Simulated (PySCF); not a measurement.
## B: ionisation energy

B [He] 2s2 2p1 (2P) → B+ [He] 2s2 (1S), as a difference of total energies. Computed with PySCF 2.14 in aug-cc-pVTZ with one added diffuse shell each of s, p, d, f type (6s5p4d3f, 62 functions), with no relativity, point nucleus. Correlated levels: valence: 1s2 frozen. The calculations carry no spin-orbit coupling.

| method | ionisation energy (eV) |
| --- | --- |
| UHF | 8.036 |
| LDA | 8.641 |
| PBE | 8.670 |
| PBE0 | 8.644 |
| r2SCAN | 8.765 |
| wB97M-V | 8.239 |
| wB97X | 8.506 |
| B2PLYP | 8.494 |
| SCS-MP2 (valence) | 8.234 |

Task: Estimate what MP2 (valence) gives.

Result: 8.265 eV, closest to wB97M-V among the rows shown.

Task: Estimate what M06-2X gives.

Result: 8.319 eV, closest to wB97M-V among the rows shown.

Errors of the correlated levels include the incompleteness of this basis and the frozen core.

For comparison: 8.297 eV (measured; NIST levels, between the centres of gravity of the two terms).
